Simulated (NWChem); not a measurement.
Basis-set dependence for Si2

```xyz
2

Si     0.0000     0.0000     1.0766
Si     0.0000     0.0000    -1.0766
```
Charge 0, spin multiplicity 3.

The numbers come from NWChem runs, not from measurements. The geometry was optimised at UPBE0/def2-SVP, a minimum by its harmonic frequencies.

Hartree-Fock energies in Ha, correlation energies in mHa.

The correlated methods keep 10 core orbitals frozen. The Pople sets run with spherical d functions. This spin state was chosen for the runs; another may lie lower. The structure started from a generated list of species. The unpaired electrons of the parent sit in orbitals of symmetry ag and b3u (D2h labels of the run); other states weren't searched. No SCF solution was tested for a lower state. Open-shell Hartree-Fock references start from PBE0 orbitals. Coupled-cluster values serve here as a point of comparison, not as the truth.

```tsv
basis	functions	UHF	UMP2	SCS-UMP2	CCSD on ROHF	CCSD[T] on ROHF	CCSD(T) on ROHF	CCSD on UHF	CCSD[T] on UHF	CCSD(T) on UHF	CCSDT on ROHF
6-31G*	36	-577.69945	-139.1	-138.7	-169.5	-180.9	-180.5	-165.0	-175.6	-175.0	-181.2
def2-SVP	36	-577.54784	-145.2	-144.3	-177.0	-189.5	-189.1	-172.2	-183.8	-183.2	-189.8
def2-TZVP	74	-577.74833	-173.8	-173.8	-205.8	-222.8	-222.5	-199.9	-215.6	-215.1	not run
def2-QZVP	140	-577.76468	-189.0	-190.2	not run	not run	not run	not run	not run	not run	not run
```

From def2-TZVP to def2-QZVP the Hartree-Fock energy moves by -16.3 mHa and the UMP2 correlation energy by -15.2 mHa, which is 8 % of its value in the larger set.
